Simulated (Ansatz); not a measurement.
## Two structures, one formula

Two relaxed structures of CH$_{4}$NSi (charge +1), closed shell (PBE0-D4/def2-TZVP; forces vanish, vibrations not checked).

A:

```
7
angstrom
C -0.1923 -0.0410 -0.0724
N -1.3428 -0.2861 -0.5060
Si 1.3672 0.2913 0.5152
H -1.5008 -0.8006 -1.3749
H -2.1871 0.0148 -0.0149
H 1.9743 1.5498 0.0671
H 1.9500 -0.7137 1.4118
```

B:

```
atom    x (Å)    y (Å)    z (Å)
  C1  -1.3335  -0.5326  -0.4981
  N2  -0.0655  -0.3931   0.1037
 Si3   1.2747   0.1362   0.6004
  H4  -1.2717  -0.3855  -1.5784
  H5  -2.0516   0.1656  -0.0630
  H6  -1.6803  -1.5552  -0.3047
  H7   2.5422  -0.0613   1.3248
```

Computed with Ansatz 0.2.0 (basis: def2-TZVPP); correlated methods freeze the cores. B3LYP uses VWN-RPA correlation.

Question: Which structure is lower at CCSD(T), and by how much? (An estimate is asked for; the value comes from the calculation.)

Answer: The calculation gives: A, by 0.361 eV (electronic energy, against the other). By their contacts, A is CH₄NSi ([NH2][C][SiH2]), total charge +1 and B is CH₄NSi ([CH3][N][SiH]), total charge +1.

All methods give the same order:

```csv
method,E(B) − E(A) (eV)
PBE-D4,0.363
r2SCAN-D4,0.411
PBE0-D4,0.513
B3LYP-D4,0.473
wB97M-V,0.555
HF,0.985
MP2,0.054
CCSD,0.476
CCSD(T),0.361
```

The T1 diagnostic stays at or below 0.024. The restricted Hartree–Fock reference is unstable towards an unrestricted one at one or more of these structures.

Labels in which every atom is bracketed show which atoms are joined, not bond orders.

For scale, one of the runs: CCSD(T)/def2-TZVPP, 160 basis functions, launched by `ansatz run in.yaml --threads 2 --pin off --events-out ev --progress --plain --max-ram 4352MiB`. Time: 13 s of wall clock on 2 CPU threads of an Arm Neoverse V2; the host was shared. Peak host memory: 1.1 GiB.
